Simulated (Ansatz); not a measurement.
Process, species as SMILES: CCl (CH3-Cl) → CH3Cl+ (doublet, bonded as CCl) + e-
B3LYP-D3(BJ)/def2-TZVP geometries, fixed; electronic energies without zero-point terms.
Largest species:
```
C
H 1 1.0858
H 1 1.0858 2 110.57
H 1 1.0858 2 110.57 3 -122.80
Cl 1 1.7944 2 108.35 3 118.60
```

The adiabatic ionisation energy at MP2 with Ansatz (a quantum-chemistry and plane-wave program), in eV, split into its Hartree-Fock and correlation parts. Cores are frozen. Open shells are unrestricted. No added dispersion term, no relativity. Functions are those of the species that has most.

```tsv
basis	X	functions	Hartree-Fock	MP2
cc-pV(D+d)Z	2	52	10.356	11.113
cc-pV(T+d)Z	3	111	10.289	11.368
cc-pV(Q+d)Z	4	209	10.285	11.483
cc-pV(5+d)Z	5	356	10.284	11.528
```

Worked estimate of the basis-set limit from each neighbouring pair, with Hartree-Fock from the larger set and the correlation part extrapolated as X^-3.
Correlation parts: X = 2: 0.757, X = 3: 1.079, X = 4: 1.198, X = 5: 1.244.
- (2,3): (27·(1.079) - 8·(0.757))/19 = 1.215; with Hartree-Fock 10.289 the estimate is 11.504 eV.
- (3,4): (64·(1.198) - 27·(1.079))/37 = 1.285; with Hartree-Fock 10.285 the estimate is 11.570 eV.
- (4,5): (125·(1.244) - 64·(1.198))/61 = 1.292; with Hartree-Fock 10.284 the estimate is 11.576 eV.
The last two estimates differ by 0.006 eV; the largest set lies 0.048 from the last. Over the last step Hartree-Fock moves by -0.001 and the correlation part by 0.046.
